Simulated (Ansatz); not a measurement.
# Rock-salt ZrC: TO(Γ) frequency by level of theory

No measured value is used here.

```tsv
level (code)	value (cm⁻¹)	cell (Å³/atom)
LDA (Ansatz)	450	12.50
BLYP (Ansatz)	377	13.49
PBE (Ansatz)	420	13.05
PBEsol (Ansatz)	443	12.72
PBE-D3(BJ) (Ansatz)	440	12.76
r²SCAN+rVV10 (Ansatz)	414	13.00
```

PBE-D3(BJ): the dispersion coefficients are held fixed in the derivatives. Each level is taken at its own relaxed cell. Cutoffs differ between the levels. Ansatz's density-functional and Hartree–Fock values are scalar-relativistic unless marked +SOC, with PAW data made under PBE.

Ansatz is a quantum-chemistry and plane-wave program.
